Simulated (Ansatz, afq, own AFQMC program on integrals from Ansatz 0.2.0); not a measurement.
Integrals from Ansatz 0.2.0, then the random walk in our own AFQMC program (afq).

```yaml
crystal:
  periodic: [false, false, false]
  atoms:
    - {symbol: S, position_ang: [0.000000, 0.000000, 0.000000]}
    - {symbol: Br, position_ang: [0.000000, 0.000000, 2.272000]}
basis:
  gaussian: {orbitals: cc-pVDZ}
total_charge: 1
magnetization: {spin_polarized: false, initial_magnetization: 2}
correlation: {method: ccsd_t, electrons: outside_noble_gas, hamiltonian_folder: ham}
```

```sh
$ ansatz run in.yaml --threads 1 --pin off --events-out ev --progress --plain --max-ram 1382MiB
```

afq runs on the folder ham with

```
--method free --trial cisd --walkers 60 --time-step 0.03 --max-blocks 80 --target-error 0.00042 --factor-cut 1e-05 --seed 8600 --times 0,0.21,0.42,0.81,1.2,1.8,2.4,3 --taylor-order 8
```

Times are imaginary, in 1/Eh. The walk had a cap of 514 s. Filled inner d shells are frozen with the cores.

Output of the walk:

```
orbitals 26  electrons 7 5  factors 182 of 509
reference energy -2969.54785696 Eh
CCSD correlation -0.24832770 Eh in 12 cycles, weight of the determinant in the CISD state 0.7985
repeat  energy at the last time / Eh  error
    10  -2969.807934  0.002608
    20  -2969.809440  0.001934
    30  -2969.809054  0.001418
    40  -2969.809037  0.001149
    50  -2969.808939  0.001076
    60  -2969.809065  0.001029
    70  -2969.808683  0.000993
    80  -2969.808725  0.000898
time / (1/Eh)  energy / Eh  error  mean overlap
  0.00  -2969.796531  0.000341  1.2549
  0.21  -2969.801188  0.000361  1.2451
  0.42  -2969.803561  0.000380  1.2478
  0.81  -2969.805967  0.000471  1.2419
  1.20  -2969.807596  0.000513  1.2340
  1.80  -2969.807630  0.000705  1.2478
  2.40  -2969.808991  0.000826  1.2518
  3.00  -2969.808725  0.000898  1.2699
energy -2969.808725 +/- 0.000898 Eh
```

The run passed its tests (error under three times the target), which doesn't prove that it has relaxed.

Against this walk (error 24.4 meV) on the same determinant: CCSD(T) 75.3 meV higher, CCSDT(Q) 2.0 meV higher (within the noise). The error is statistical, and a free projection of finite length keeps a remainder of its start.

Cautions: remainder of the start not in the error; error above the target (24.4 against 11.4 meV); no relativity below Rb; no spin-orbit coupling; inner d shell frozen; lower spins were not checked; higher spins were not checked; a spin-contaminated unrestricted determinant lies lower (UHF 211 meV lower, ⟨S²⟩ 2.05); strong correlation (T1 0.062, weight of the determinant 0.80, largest double 0.12).

The walk took 3 min on 1 thread of Intel(R) Xeon(R) 6975P-C (Granite Rapids) (shared host). The log's last line is the free-projection energy.

CCSDT and higher add their correlation energy to the determinant of the CCSD(T) run, since their own runs factorise the integrals more tightly (a shift of under 2 meV). A walk keeps the symmetry of its determinant, which the program's search chose and which needn't be the lowest solution, so a lower state of the same spin and another symmetry isn't excluded.
